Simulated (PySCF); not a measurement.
C4H3FS.
SMILES: `C#C[C@H]1[C@@H](S1)F`

Method used: EOM-IP-CCSD/aug-cc-pVDZ in PySCF, restricted Hartree–Fock reference, 10 core orbitals frozen, non-relativistic, gas phase, PBE0-D3(BJ)/def2-SVP geometry.

Hartree–Fock orbital energies give these Koopmans values (eV): HOMO 10.28, HOMO-1 10.61, HOMO-2 11.06, HOMO-3 12.76, HOMO-4 13.66, HOMO-5 16.23, HOMO-6 17.80, HOMO-7 18.94.

What vertical ionisation energies does EOM-IP-CCSD give?

```csv
leading hole (HF orbital),Koopmans (eV),EOM-IP-CCSD (eV),change (eV),one-hole share
HOMO,10.28,9.54,-0.74,0.95
HOMO-1,10.61,10.38,-0.23,0.96
HOMO-2,11.06,10.82,-0.24,0.96
HOMO-3,12.76,11.95,-0.81,0.95
HOMO-4,13.66,12.84,-0.82,0.95
HOMO-5,16.23,14.42,-1.81,0.94
HOMO-6,17.80,15.71,-2.09,0.94
HOMO-7,18.94,16.27,-2.67,0.93
```

Does the order of the lines follow the orbital energies?

Yes, no two lines change places. The corrections run from -2.67 to -0.23 eV, with a mean of -1.18 eV over the 8 lines; no line lies above its Koopmans value.

At what kinetic energies would He I light (21.22 eV) eject these electrons?

11.68 eV (HOMO), 10.84 eV (HOMO-1), 10.40 eV (HOMO-2), 9.27 eV (HOMO-3), 8.38 eV (HOMO-4), 6.80 eV (HOMO-5), 5.51 eV (HOMO-6), 4.95 eV (HOMO-7).

What total energy has the lowest final state, and which wavelength reaches it?

E(CCSD) + ionisation energy = -651.02177 + 0.35041 = -650.67136 Eh, at the geometry of the initial state. The threshold wavelength is 1239.84 eV nm/9.54 eV = 130.0 nm.

One root was sought for each valence orbital with −ε under 21 eV, eight at most, so deeper holes and satellites are missing; no vibrational structure.
